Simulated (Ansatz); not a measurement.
# FCI/STO-3G run of BH2Cl (SMILES BCl)

Aim: the vertical ionisation energy of BH2Cl at FCI/STO-3G, from 2 runs. 

Program for the calculation: Ansatz 0.2.0.

56 further runs of the same task are left out: 2 that didn't finish, 54 set aside as unsound or not needed.

## (1) Starting point

BH2Cl has 4 atoms, charge 0, and is taken as a singlet. SMILES: `BCl`. Geometry: relaxed at PBE0-D4/def2-TZVP.

Bond lengths: B1–Cl2 1.733 Å, B1–H3 1.190 Å, B1–H4 1.190 Å. Angles: Cl2–B1–H3 118.1°, Cl2–B1–H4 118.1°, H3–B1–H4 123.7°.

## (2) The energy at FCI/STO-3G

input.yaml reads:

```yaml
crystal:
  periodic: [false, false, false]
  atoms:
    - symbol: B
      position_ang: [-0.116700, 0.021700, -0.075300]
    - symbol: Cl
      position_ang: [1.365000, -0.395300, 0.721200]
    - symbol: H
      position_ang: [-1.106200, -0.559500, 0.240400]
    - symbol: H
      position_ang: [-0.086600, 0.872800, -0.906600]
basis:
  gaussian:
    orbitals: STO-3G
correlation:
  method: fci
  frozen_orbitals: {B: 1, Cl: 5, H: 0}
accuracy: high
```

Command:

```sh
$ ansatz run input.yaml --threads 1 --pin off --max-ram 2610MiB --events-out events.jsonl --progress --plain --runs-dir runs
```

Standard output:

```text
Warning: RAYON_NUM_THREADS=1 ignored (pool sized by the plan → 1); use --threads N
Functional definition: HF
  name "HF"
  exchange = exact_x
  correlation = 0
263 factors; integrals over basis functions are off by at most 1.2e-8 eV
mean field evaluation 1: about -13063.6476 eV, gradient 1.7e1 eV
mean field evaluation 2: about -13063.6700 eV, gradient 1.7e1 eV
mean field evaluation 4: about -13064.9627 eV, gradient 8.6e-1 eV
mean field evaluation 8: about -13064.9657 eV, gradient 4.6e-6 eV
mean field -13064.96573360 eV, -480.1286349581 hartree, gradient 9.6e-8 eV, S^2 0.000000; 0 other end points of the search recorded, 0 dependent functions left out
6 core orbitals not correlated: weight in the atoms' cores, before any rotation towards them, 1.000 or more for the frozen orbitals, at most 0.000 for the correlated occupied ones
reference -13064.96573360 eV, -480.1286349581 hartree; 6, 6 occupied and 4, 4 virtual orbitals, 263 factors
state -13066.62538936 eV, -480.1896261822 hartree
Total energy: -13066.62538936 eV, -480.1896261822 hartree
```

Run time: 0.32 s. Hardware: 1 thread of Arm Neoverse V1, shared host.

## (3) The doublet cation

run.yaml reads:

```yaml
basis:
  gaussian:
    orbitals: STO-3G
crystal:
  periodic: [false, false, false]
  atoms:
    - symbol: B
      position_ang: [-0.116700, 0.021700, -0.075300]
    - symbol: Cl
      position_ang: [1.365000, -0.395300, 0.721200]
    - symbol: H
      position_ang: [-1.106200, -0.559500, 0.240400]
    - symbol: H
      position_ang: [-0.086600, 0.872800, -0.906600]
total_charge: 1
magnetization:
  spin_polarized: true
  initial_magnetization: 1
correlation:
  method: fci
  frozen_orbitals: {B: 1, Cl: 5, H: 0}
accuracy: high
```

Command:

```sh
$ ansatz run run.yaml --threads 1 --pin off --max-ram 2610MiB --events-out events.jsonl --progress --plain --runs-dir runs
```

Standard output:

```text
Warning: RAYON_NUM_THREADS=1 ignored (pool sized by the plan → 1); use --threads N
[... 4 set-up lines as earlier in the session ...]
261 factors; integrals over basis functions are off by at most 1.2e-8 eV
mean field evaluation 1: about -13050.6351 eV, gradient 1.6e1 eV
mean field evaluation 2: about -13050.6522 eV, gradient 1.6e1 eV
mean field evaluation 4: about -13054.2050 eV, gradient 2.9e0 eV
mean field evaluation 8: about -13054.9170 eV, gradient 2.0e-1 eV
mean field evaluation 16: about -13054.8319 eV, gradient 8.6e-1 eV
mean field evaluation 32: about -13054.5439 eV, gradient 3.6e0 eV
mean field -13054.91519627 eV, -479.7592845237 hartree, gradient 4.7e-8 eV, S^2 0.753712; 6 other end points of the search recorded, 0 dependent functions left out
6 core orbitals not correlated: weight in the atoms' cores, before any rotation towards them, 1.000 or more for the frozen orbitals, at most 0.000 for the correlated occupied ones
reference -13054.88660176 eV, -479.7582336948 hartree; 6, 5 occupied and 4, 5 virtual orbitals, 261 factors
state -13056.64365407 eV, -479.8228041762 hartree
Total energy: -13056.64365407 eV, -479.8228041762 hartree
```

Wall time 0.54 s (1 thread of Arm Neoverse V1, shared host).

## (4) What came out

At FCI/STO-3G, 6 core orbitals frozen:

| quantity | value |
| --- | --- |
| singlet BH2Cl: total energy | -480.18963 Eh |
| singlet BH2Cl: correlation energy (6 core orbitals frozen) | -61.0 mEh |
| doublet cation: total energy | -479.82280 Eh |
| doublet cation: correlation energy (6 core orbitals frozen) | -64.6 mEh |
| vertical ionisation energy (to the doublet cation) | 9.982 eV |

In words: The vertical ionisation energy comes to 9.98 eV (963 kJ/mol). In a minimal basis such a difference can be off by several eV, whatever the method.
